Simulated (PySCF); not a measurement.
Job file and geometry (Å, from GFN2-xTB) of an NMR shielding run on SMILES FC(Cl)(Cl)Cl, CCl$_{3}$F, GIAO WP04/pcSseg-2 NMR shielding, non-relativistic, gas phase in PySCF 2.14.0, density-fitted response routines; density fitting, a coarse starting grid and PySCF grid level 2 are the driver's defaults:

```
$ OMP_NUM_THREADS=1 python probes_run.py task.json out

{"job": {"kind": "nmr", "xc": "WP04", "basis": "pcSseg-2", "pop": false}, "charge": 0, "multiplicity": 1}
F      0.060305    -0.141039     1.396058
C      0.004642    -0.006315     0.066724
Cl    -0.457934     1.660563    -0.312646
Cl     1.602752    -0.370613    -0.603874
Cl    -1.201142    -1.139743    -0.563447
```

Task: Write the output of this run.

Result: 
```
coarse grid: 7048 points
cycle   1  E = -1533.5257094986  dE =  7.068e-01  |g| = 1.028e+00  |ddm| = 1.779e+00
cycle   2  E = -1532.9972477140  dE =  5.285e-01  |g| = 2.040e+00  |ddm| = 1.317e+00
cycle   3  E = -1533.6943763347  dE = -6.971e-01  |g| = 1.970e-01  |ddm| = 9.214e-01
cycle   4  E = -1533.7005886564  dE = -6.212e-03  |g| = 7.864e-02  |ddm| = 1.882e-01
cycle   5  E = -1533.7017390645  dE = -1.150e-03  |g| = 4.012e-02  |ddm| = 6.525e-02
cycle   6  E = -1533.7020027906  dE = -2.637e-04  |g| = 3.621e-03  |ddm| = 2.033e-02
cycle   7  E = -1533.7020051424  dE = -2.352e-06  |g| = 9.764e-04  |ddm| = 2.337e-03
final grid: 58056 points
cycle   8  E = -1533.7079015372  dE = -5.268e-05  |g| = 5.333e-03  |ddm| = 1.866e-02
cycle   9  E = -1533.7078941526  dE =  7.385e-06  |g| = 8.161e-03  |ddm| = 4.754e-03
cycle  10  E = -1533.7079046783  dE = -1.053e-05  |g| = 1.236e-03  |ddm| = 3.605e-03
cycle  11  E = -1533.7079048738  dE = -1.955e-07  |g| = 5.684e-04  |ddm| = 9.182e-04
cycle  12  E = -1533.7079049421  dE = -6.834e-08  |g| = 7.719e-05  |ddm| = 3.665e-04
cycle  13  E = -1533.7079049433  dE = -1.183e-09  |g| = 1.894e-05  |ddm| = 5.083e-05
cycle  14  E = -1533.7079049434  dE = -6.003e-11  |g| = 2.281e-06  |ddm| = 1.457e-05
converged SCF energy = -1533.7079049434

GIAO shielding tensors (ppm)
atom      isotropic    diamagn.    paramagn.     s11        s22        s33       span
  0 F      170.662     470.696    -300.034    138.993    139.015    233.978     94.985
  1 C        9.065     237.236    -228.171      8.987      9.074      9.134      0.147
  2 Cl     334.999    1149.253    -814.253      4.652     39.139    961.207    956.555
  3 Cl     334.910    1149.251    -814.341      4.540     38.973    961.217    956.677
  4 Cl     335.080    1149.258    -814.177      4.968     39.145    961.128    956.160
```

Size and cost of the density-fitted run: 201 basis functions, of the order of 11 core-seconds.
